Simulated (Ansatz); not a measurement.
# Al₃H+ (doublet): wave-function methods side by side, cc-pVTZ

The task here is to estimate one member of a computed series from the others.

The runs use Ansatz 0.2.0, Gaussian basis; cc-pVTZ, core rule «outside noble gas», up to 15 orbitals frozen.

Plan: UHF; CCSD(T) on ROHF; CCSD(T) on UHF; BCCD(T) on ROHF; CCSDT(Q) on ROHF; CCSDT(Q) on UHF; CASSCF and NEVPT2, 9 electrons in 13 orbitals.

4 further runs of the same task are left out: 4 set aside as unsound or not needed.

**What is computed**

The geometry is a PBE0/def2-TZVP stationary point (not a proven minimum) of the parent state, kept for this charge and spin.

4 atoms, charge 1, spin multiplicity 2.

Atoms are counted from 1 here; the program's logs count them from 0.

Bond lengths: Al1–Al2 2.725 Å, Al2–Al3 2.725 Å, Al2–H4 1.829 Å. Angles: Al1–Al2–Al3 106.7°, Al1–Al2–H4 53.4°, Al3–Al2–H4 53.4°.

Set-up of the first run:

File in.yaml:

```yaml
crystal:
  periodic: [false, false, false]
  atoms:
    - {symbol: Al, position_ang: [0.000000, 0.532764, 2.186919]}
    - {symbol: Al, position_ang: [0.000000, -1.093027, 0.000000]}
    - {symbol: Al, position_ang: [0.000000, 0.532764, -2.186919]}
    - {symbol: H, position_ang: [0.000000, 0.736113, 0.000000]}
basis:
  gaussian: {orbitals: cc-pVTZ}
total_charge: 1
magnetization: {spin_polarized: true, initial_magnetization: 1}
hamiltonian: {xc: hf}
output: {orbitals: {seedname: orbitals}}
```

Launch:

```bash
$ ansatz run in.yaml --threads 1 --pin off --events-out ev --progress --plain --max-ram 4096MiB --backend cpu
```

Among the steps run: UHF; CCSD(T) on ROHF; CCSD(T) on UHF; BCCD(T) on ROHF; CCSDT(Q) on ROHF; CCSDT(Q) on UHF; CASSCF and NEVPT2, 9 electrons in 13 orbitals.

One table of the session follows, with a row left open; its other results are not shown here.

```
        method  from UCCSDT(Q) (kJ/mol)
          ROHF                   +577.6
           UHF                   +544.2
          RMP2                   +134.1
          UMP2                   +150.6
         RCCSD                    +34.3
         UCCSD                    +32.7
      RCCSD(T)                     +6.9
      UCCSD(T)                        ?
       BCCD(T)                     +7.1
        RCCSDT                     +2.2
        UCCSDT                     +2.0
     RCCSDT(Q)                     +0.1
     UCCSDT(Q)                        0
CASSCF valence                   +271.3
NEVPT2 valence                    +68.8
```

Q: Estimate the row for UCCSD(T) from the others.

As computed: from UCCSDT(Q) (kJ/mol): +7.5. In the column «from UCCSDT(Q) (kJ/mol)» it lies between BCCD(T) (+7.1) and UCCSD (+32.7).

Caveats from the session: Restricted and unrestricted rows rest on different reference determinants; where their highest levels disagree by more than a few hundredths of an eV, they describe different states and don't form one ladder.
